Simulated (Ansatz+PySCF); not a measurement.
Values are calculated unless marked as measured or tabulated.
## Ansatz (development build ahead of 0.2.0) run

```yaml
crystal:
  periodic: [false, false, false]
  atoms:
    - { symbol: B, position_ang: [0.0, 0.0, 0.0] }
    - { symbol: Cl, position_ang: [0.80061, 1.06749, 2.31117] }
basis:
  gaussian: { orbitals: STO-3G }
hamiltonian:
  xc: hf
correlation:
  method: fci
  frozen_orbitals: { B: 1, Cl: 5 }
```

The input is written out in the form of the current development build from the run's settings.

The run gave:

| Quantity | Value |
| --- | --- |
| Converged | yes |
| Total energy | -478.80873 hartree |
| State | lowest singlet root, of any spatial symmetry |
